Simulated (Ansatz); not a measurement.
`OC#CCO` → `[CH2]` (triplet) + `OC#CO`  (formal loss of a carbene)

Gas-phase electronic energies from Ansatz, PBE0-D4/def2-TZVP geometries. CCSD(T)/CBS is the MP2 limit (def2-TZVPP, def2-QZVPP) plus CCSD(T) − MP2 in def2-TZVPP, frozen cores. This one scheme is used for every species. DFT in def2-TZVPP. B3LYP here is the variant with VWN-RPA as its local correlation; programs differ in this. HSE06 is defined as in plane-wave codes. Triplets are unrestricted, without spin–orbit coupling. One conformer a species, not always the lowest.

(1) Is it downhill or uphill in electronic energy at CCSD(T)/CBS, and by how much? (Best estimate.)

(2) What do these levels give: BLYP-D4, r2SCAN-D4, PBE0, B3LYP, r2SCAN0, HSE06, BHLYP, HF/def2-SVP, MP2/def2-SVP, MP2/def2-QZVPP, HF/CBS(def2), CCSD/CBS(def2)? (An estimate is asked.)

Largest T1 diagnostic among the species: 0.013.

## Answers

(1) Computed: Uphill: ΔE = +476.4 kJ/mol.

(2) The calculation gave: BLYP-D4 464.3, r2SCAN-D4 451.1, PBE0 462.9, B3LYP 457.3, r2SCAN0 444.7, HSE06 463.7, BHLYP 450.1, HF/def2-SVP 336.1, MP2/def2-SVP 461.2, MP2/def2-QZVPP 485.7, HF/CBS(def2) 333.4, CCSD/CBS(def2) 465.3 kJ/mol.

From BLYP to BHLYP (50 % exact exchange), in def2-TZVPP and without D4, ΔE moves by −3.6 kJ/mol. Leaving LDA and LC-ωPBE aside and taking each functional with its dispersion term where it has one, the values, not all of them listed here, spread over 36.6 kJ/mol, from r2SCAN0-D4 to ωB97X-V. LDA lies +66.9 kJ/mol from PBE without D4.
